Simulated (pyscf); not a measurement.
Structures and frequencies: ωB97X-D3(BJ)/def2-SVP in PySCF.

Question: For the elementary gas-phase step H₂N–Ti(OH)(Cl)–Cl (SMILES [NH2][Ti]([OH])([Cl])[Cl]) + HCl (SMILES Cl) -> H₂N–Ti(Cl)(Cl)–Cl (SMILES [NH2][Ti]([Cl])([Cl])[Cl]) + H₂O (SMILES O) (singlet surface; O–Ti, Cl–H broken, Cl–Ti, H–O formed), what barrier and reaction energy does PBE/def2-TZVP give, measured from the separated reactants?

Answer: ΔE‡ = 0.21 eV, ΔE = -0.17 eV. ωB97M-D3(BJ)/def2-TZVP gives 0.35 eV and -0.11 eV. Zero-point energy shifts the barrier by +0.04 eV. It is a four-centre exchange, with an imaginary mode of 601i cm⁻¹. On the reactant side the descent ends in a complex (not fully relaxed), 0.24 eV under the separated species and 0.45 eV under the saddle at ωB97X-D3(BJ)/def2-TZVP. On the product side the descent ends in an adduct with a O–Ti contact, 0.63 eV under the separated species and 1.06 eV under the saddle at ωB97X-D3(BJ)/def2-TZVP. What is counted as broken (O–Ti) persists as a longer contact in the product adduct; parting that adduct is a step of its own. At ωB97X-D3(BJ)/def2-TZVP the barrier from the zero used here is 0.21 eV. One saddle was located; it need not be the lowest between these sides.
